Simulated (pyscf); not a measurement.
A first-order saddle from PySCF, ωB97X-D3(BJ)/def2-SVP:

```xyz
8

F      0.6045     1.8052    -0.5656
N      0.9722     0.5710    -1.0171
F      2.0542     0.2587    -0.2471
Si    -0.9846    -0.8616     0.7650
H      0.0935    -0.1353    -0.4547
H     -0.7415    -2.3318     0.8098
H     -2.3958    -0.5586     0.3917
H     -0.6244    -0.2200     2.0609
```
Charge 0, spin multiplicity 2.

Surface: doublet, charge 0. Lowest wavenumbers (cm⁻¹): 1895i, 52, 72, 105, 356.

### Question
What reaction is this the transition state of?

### Answer
`[F][N][F]` [doublet] + `[SiH4]` <-> `[F][NH][F]` + `[SiH3]` [doublet], a hydrogen abstraction read from left to right: H–Si broken and H–N formed. At ωB97M-D3(BJ)/def2-TZVP it lies +24.1 kcal/mol from the left side (each side as separated species at their lowest minima found). This is the saddle that the search found; another between the same sides may lie lower. The angle at the transferred H is 163°.
